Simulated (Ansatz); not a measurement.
This geometry of AlH$_{5}$S (7 atoms, charge 0, multiplicity 1) is a first-order saddle point.

Computed with RKS B3LYP/def2-SVP (Ansatz).

```xyz
7
Properties=species:S:1:pos:R:3
Al 0.113 -0.236 -0.072
H -0.109 -0.065 1.612
H 1.564 0.232 -0.475
H -1.246 -0.004 -0.842
S 0.247 -2.570 0.695
H -1.089 -2.780 0.618
H 0.018 -1.221 1.534
```

Problem. Which two structures does it join? (They come from a converged band through this point; their orientation in space is the band's.)

Solution. Bonds broken: Al1–H2, S5–H7. Bonds formed: H2–H7. AlH5S becomes AlH3S + H2.

Image 0:

```xyz
7
Properties=species:S:1:pos:R:3
Al -0.020 0.093 -0.016
H -0.524 0.583 1.416
H 1.524 0.251 -0.374
H -1.088 -0.039 -1.193
S 0.087 -2.481 0.497
H -1.154 -2.628 1.022
H 0.674 -2.422 1.717
```

Image 8:

```xyz
7
Properties=species:S:1:pos:R:3
Al 0.104 -0.720 -0.320
H 0.069 0.387 2.055
H 1.501 -0.007 -0.496
H -1.293 -0.003 -0.502
S 0.168 -2.892 0.034
H -1.176 -3.058 0.053
H 0.126 -0.350 2.245
```

Problem. How far does it lie above each of them?

Solution. 0.56 eV above the first and 0.99 eV above the second. This is the barrier of this one path; another mechanism may lie lower. The orbitals stay closed-shell, which can raise the energy where a bond breaks towards radicals; this wasn't checked here.

The run took 2.2 min on 1 thread of Arm Neoverse V1, on a shared host, peak memory 0.11 GiB.
